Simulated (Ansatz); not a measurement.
Diamond-structure Si, treated with Hartree–Fock (Ansatz, a program for electronic structure, plane waves, PAW).

Numerical settings: plane-wave cutoff 520 eV, 8×8×8 k mesh, finite displacements, scalar-relativistic PAW data made under PBE.

Cell (relaxed at this level):

```cif
data_Si8
_chemical_formula_sum 'Si8'
_space_group_name_H-M_alt 'Fd-3m :1'
_space_group_IT_number 227
_space_group_name_Hall 'F 4d 2 3 -1d'
_cell_length_a 5.50584
_cell_length_b 5.50584
_cell_length_c 5.50584
_cell_angle_alpha 90.000
_cell_angle_beta 90.000
_cell_angle_gamma 90.000
loop_
_atom_site_label
_atom_site_type_symbol
_atom_site_symmetry_multiplicity
_atom_site_Wyckoff_symbol
_atom_site_fract_x
_atom_site_fract_y
_atom_site_fract_z
_atom_site_occupancy
Si1 Si 8 a 0.00000 0.00000 0.00000 1
```
(The calculation used a cell of 2 atoms; values per cell refer to that cell.)

### Question
What does this level give for the TO(Γ) frequency?

### Answer

- TO(Γ) frequency: 570 cm⁻¹

Measured, for comparison: zone-centre TO phonon frequency 525 cm⁻¹ (low temperature, zero-point motion not removed; as tabulated in Tanner et al. (2021), arXiv:2110.11888). Computed (rounded) less measured: zone-centre TO phonon frequency +9 %.

The result took about 50 core-minutes (a rough figure).
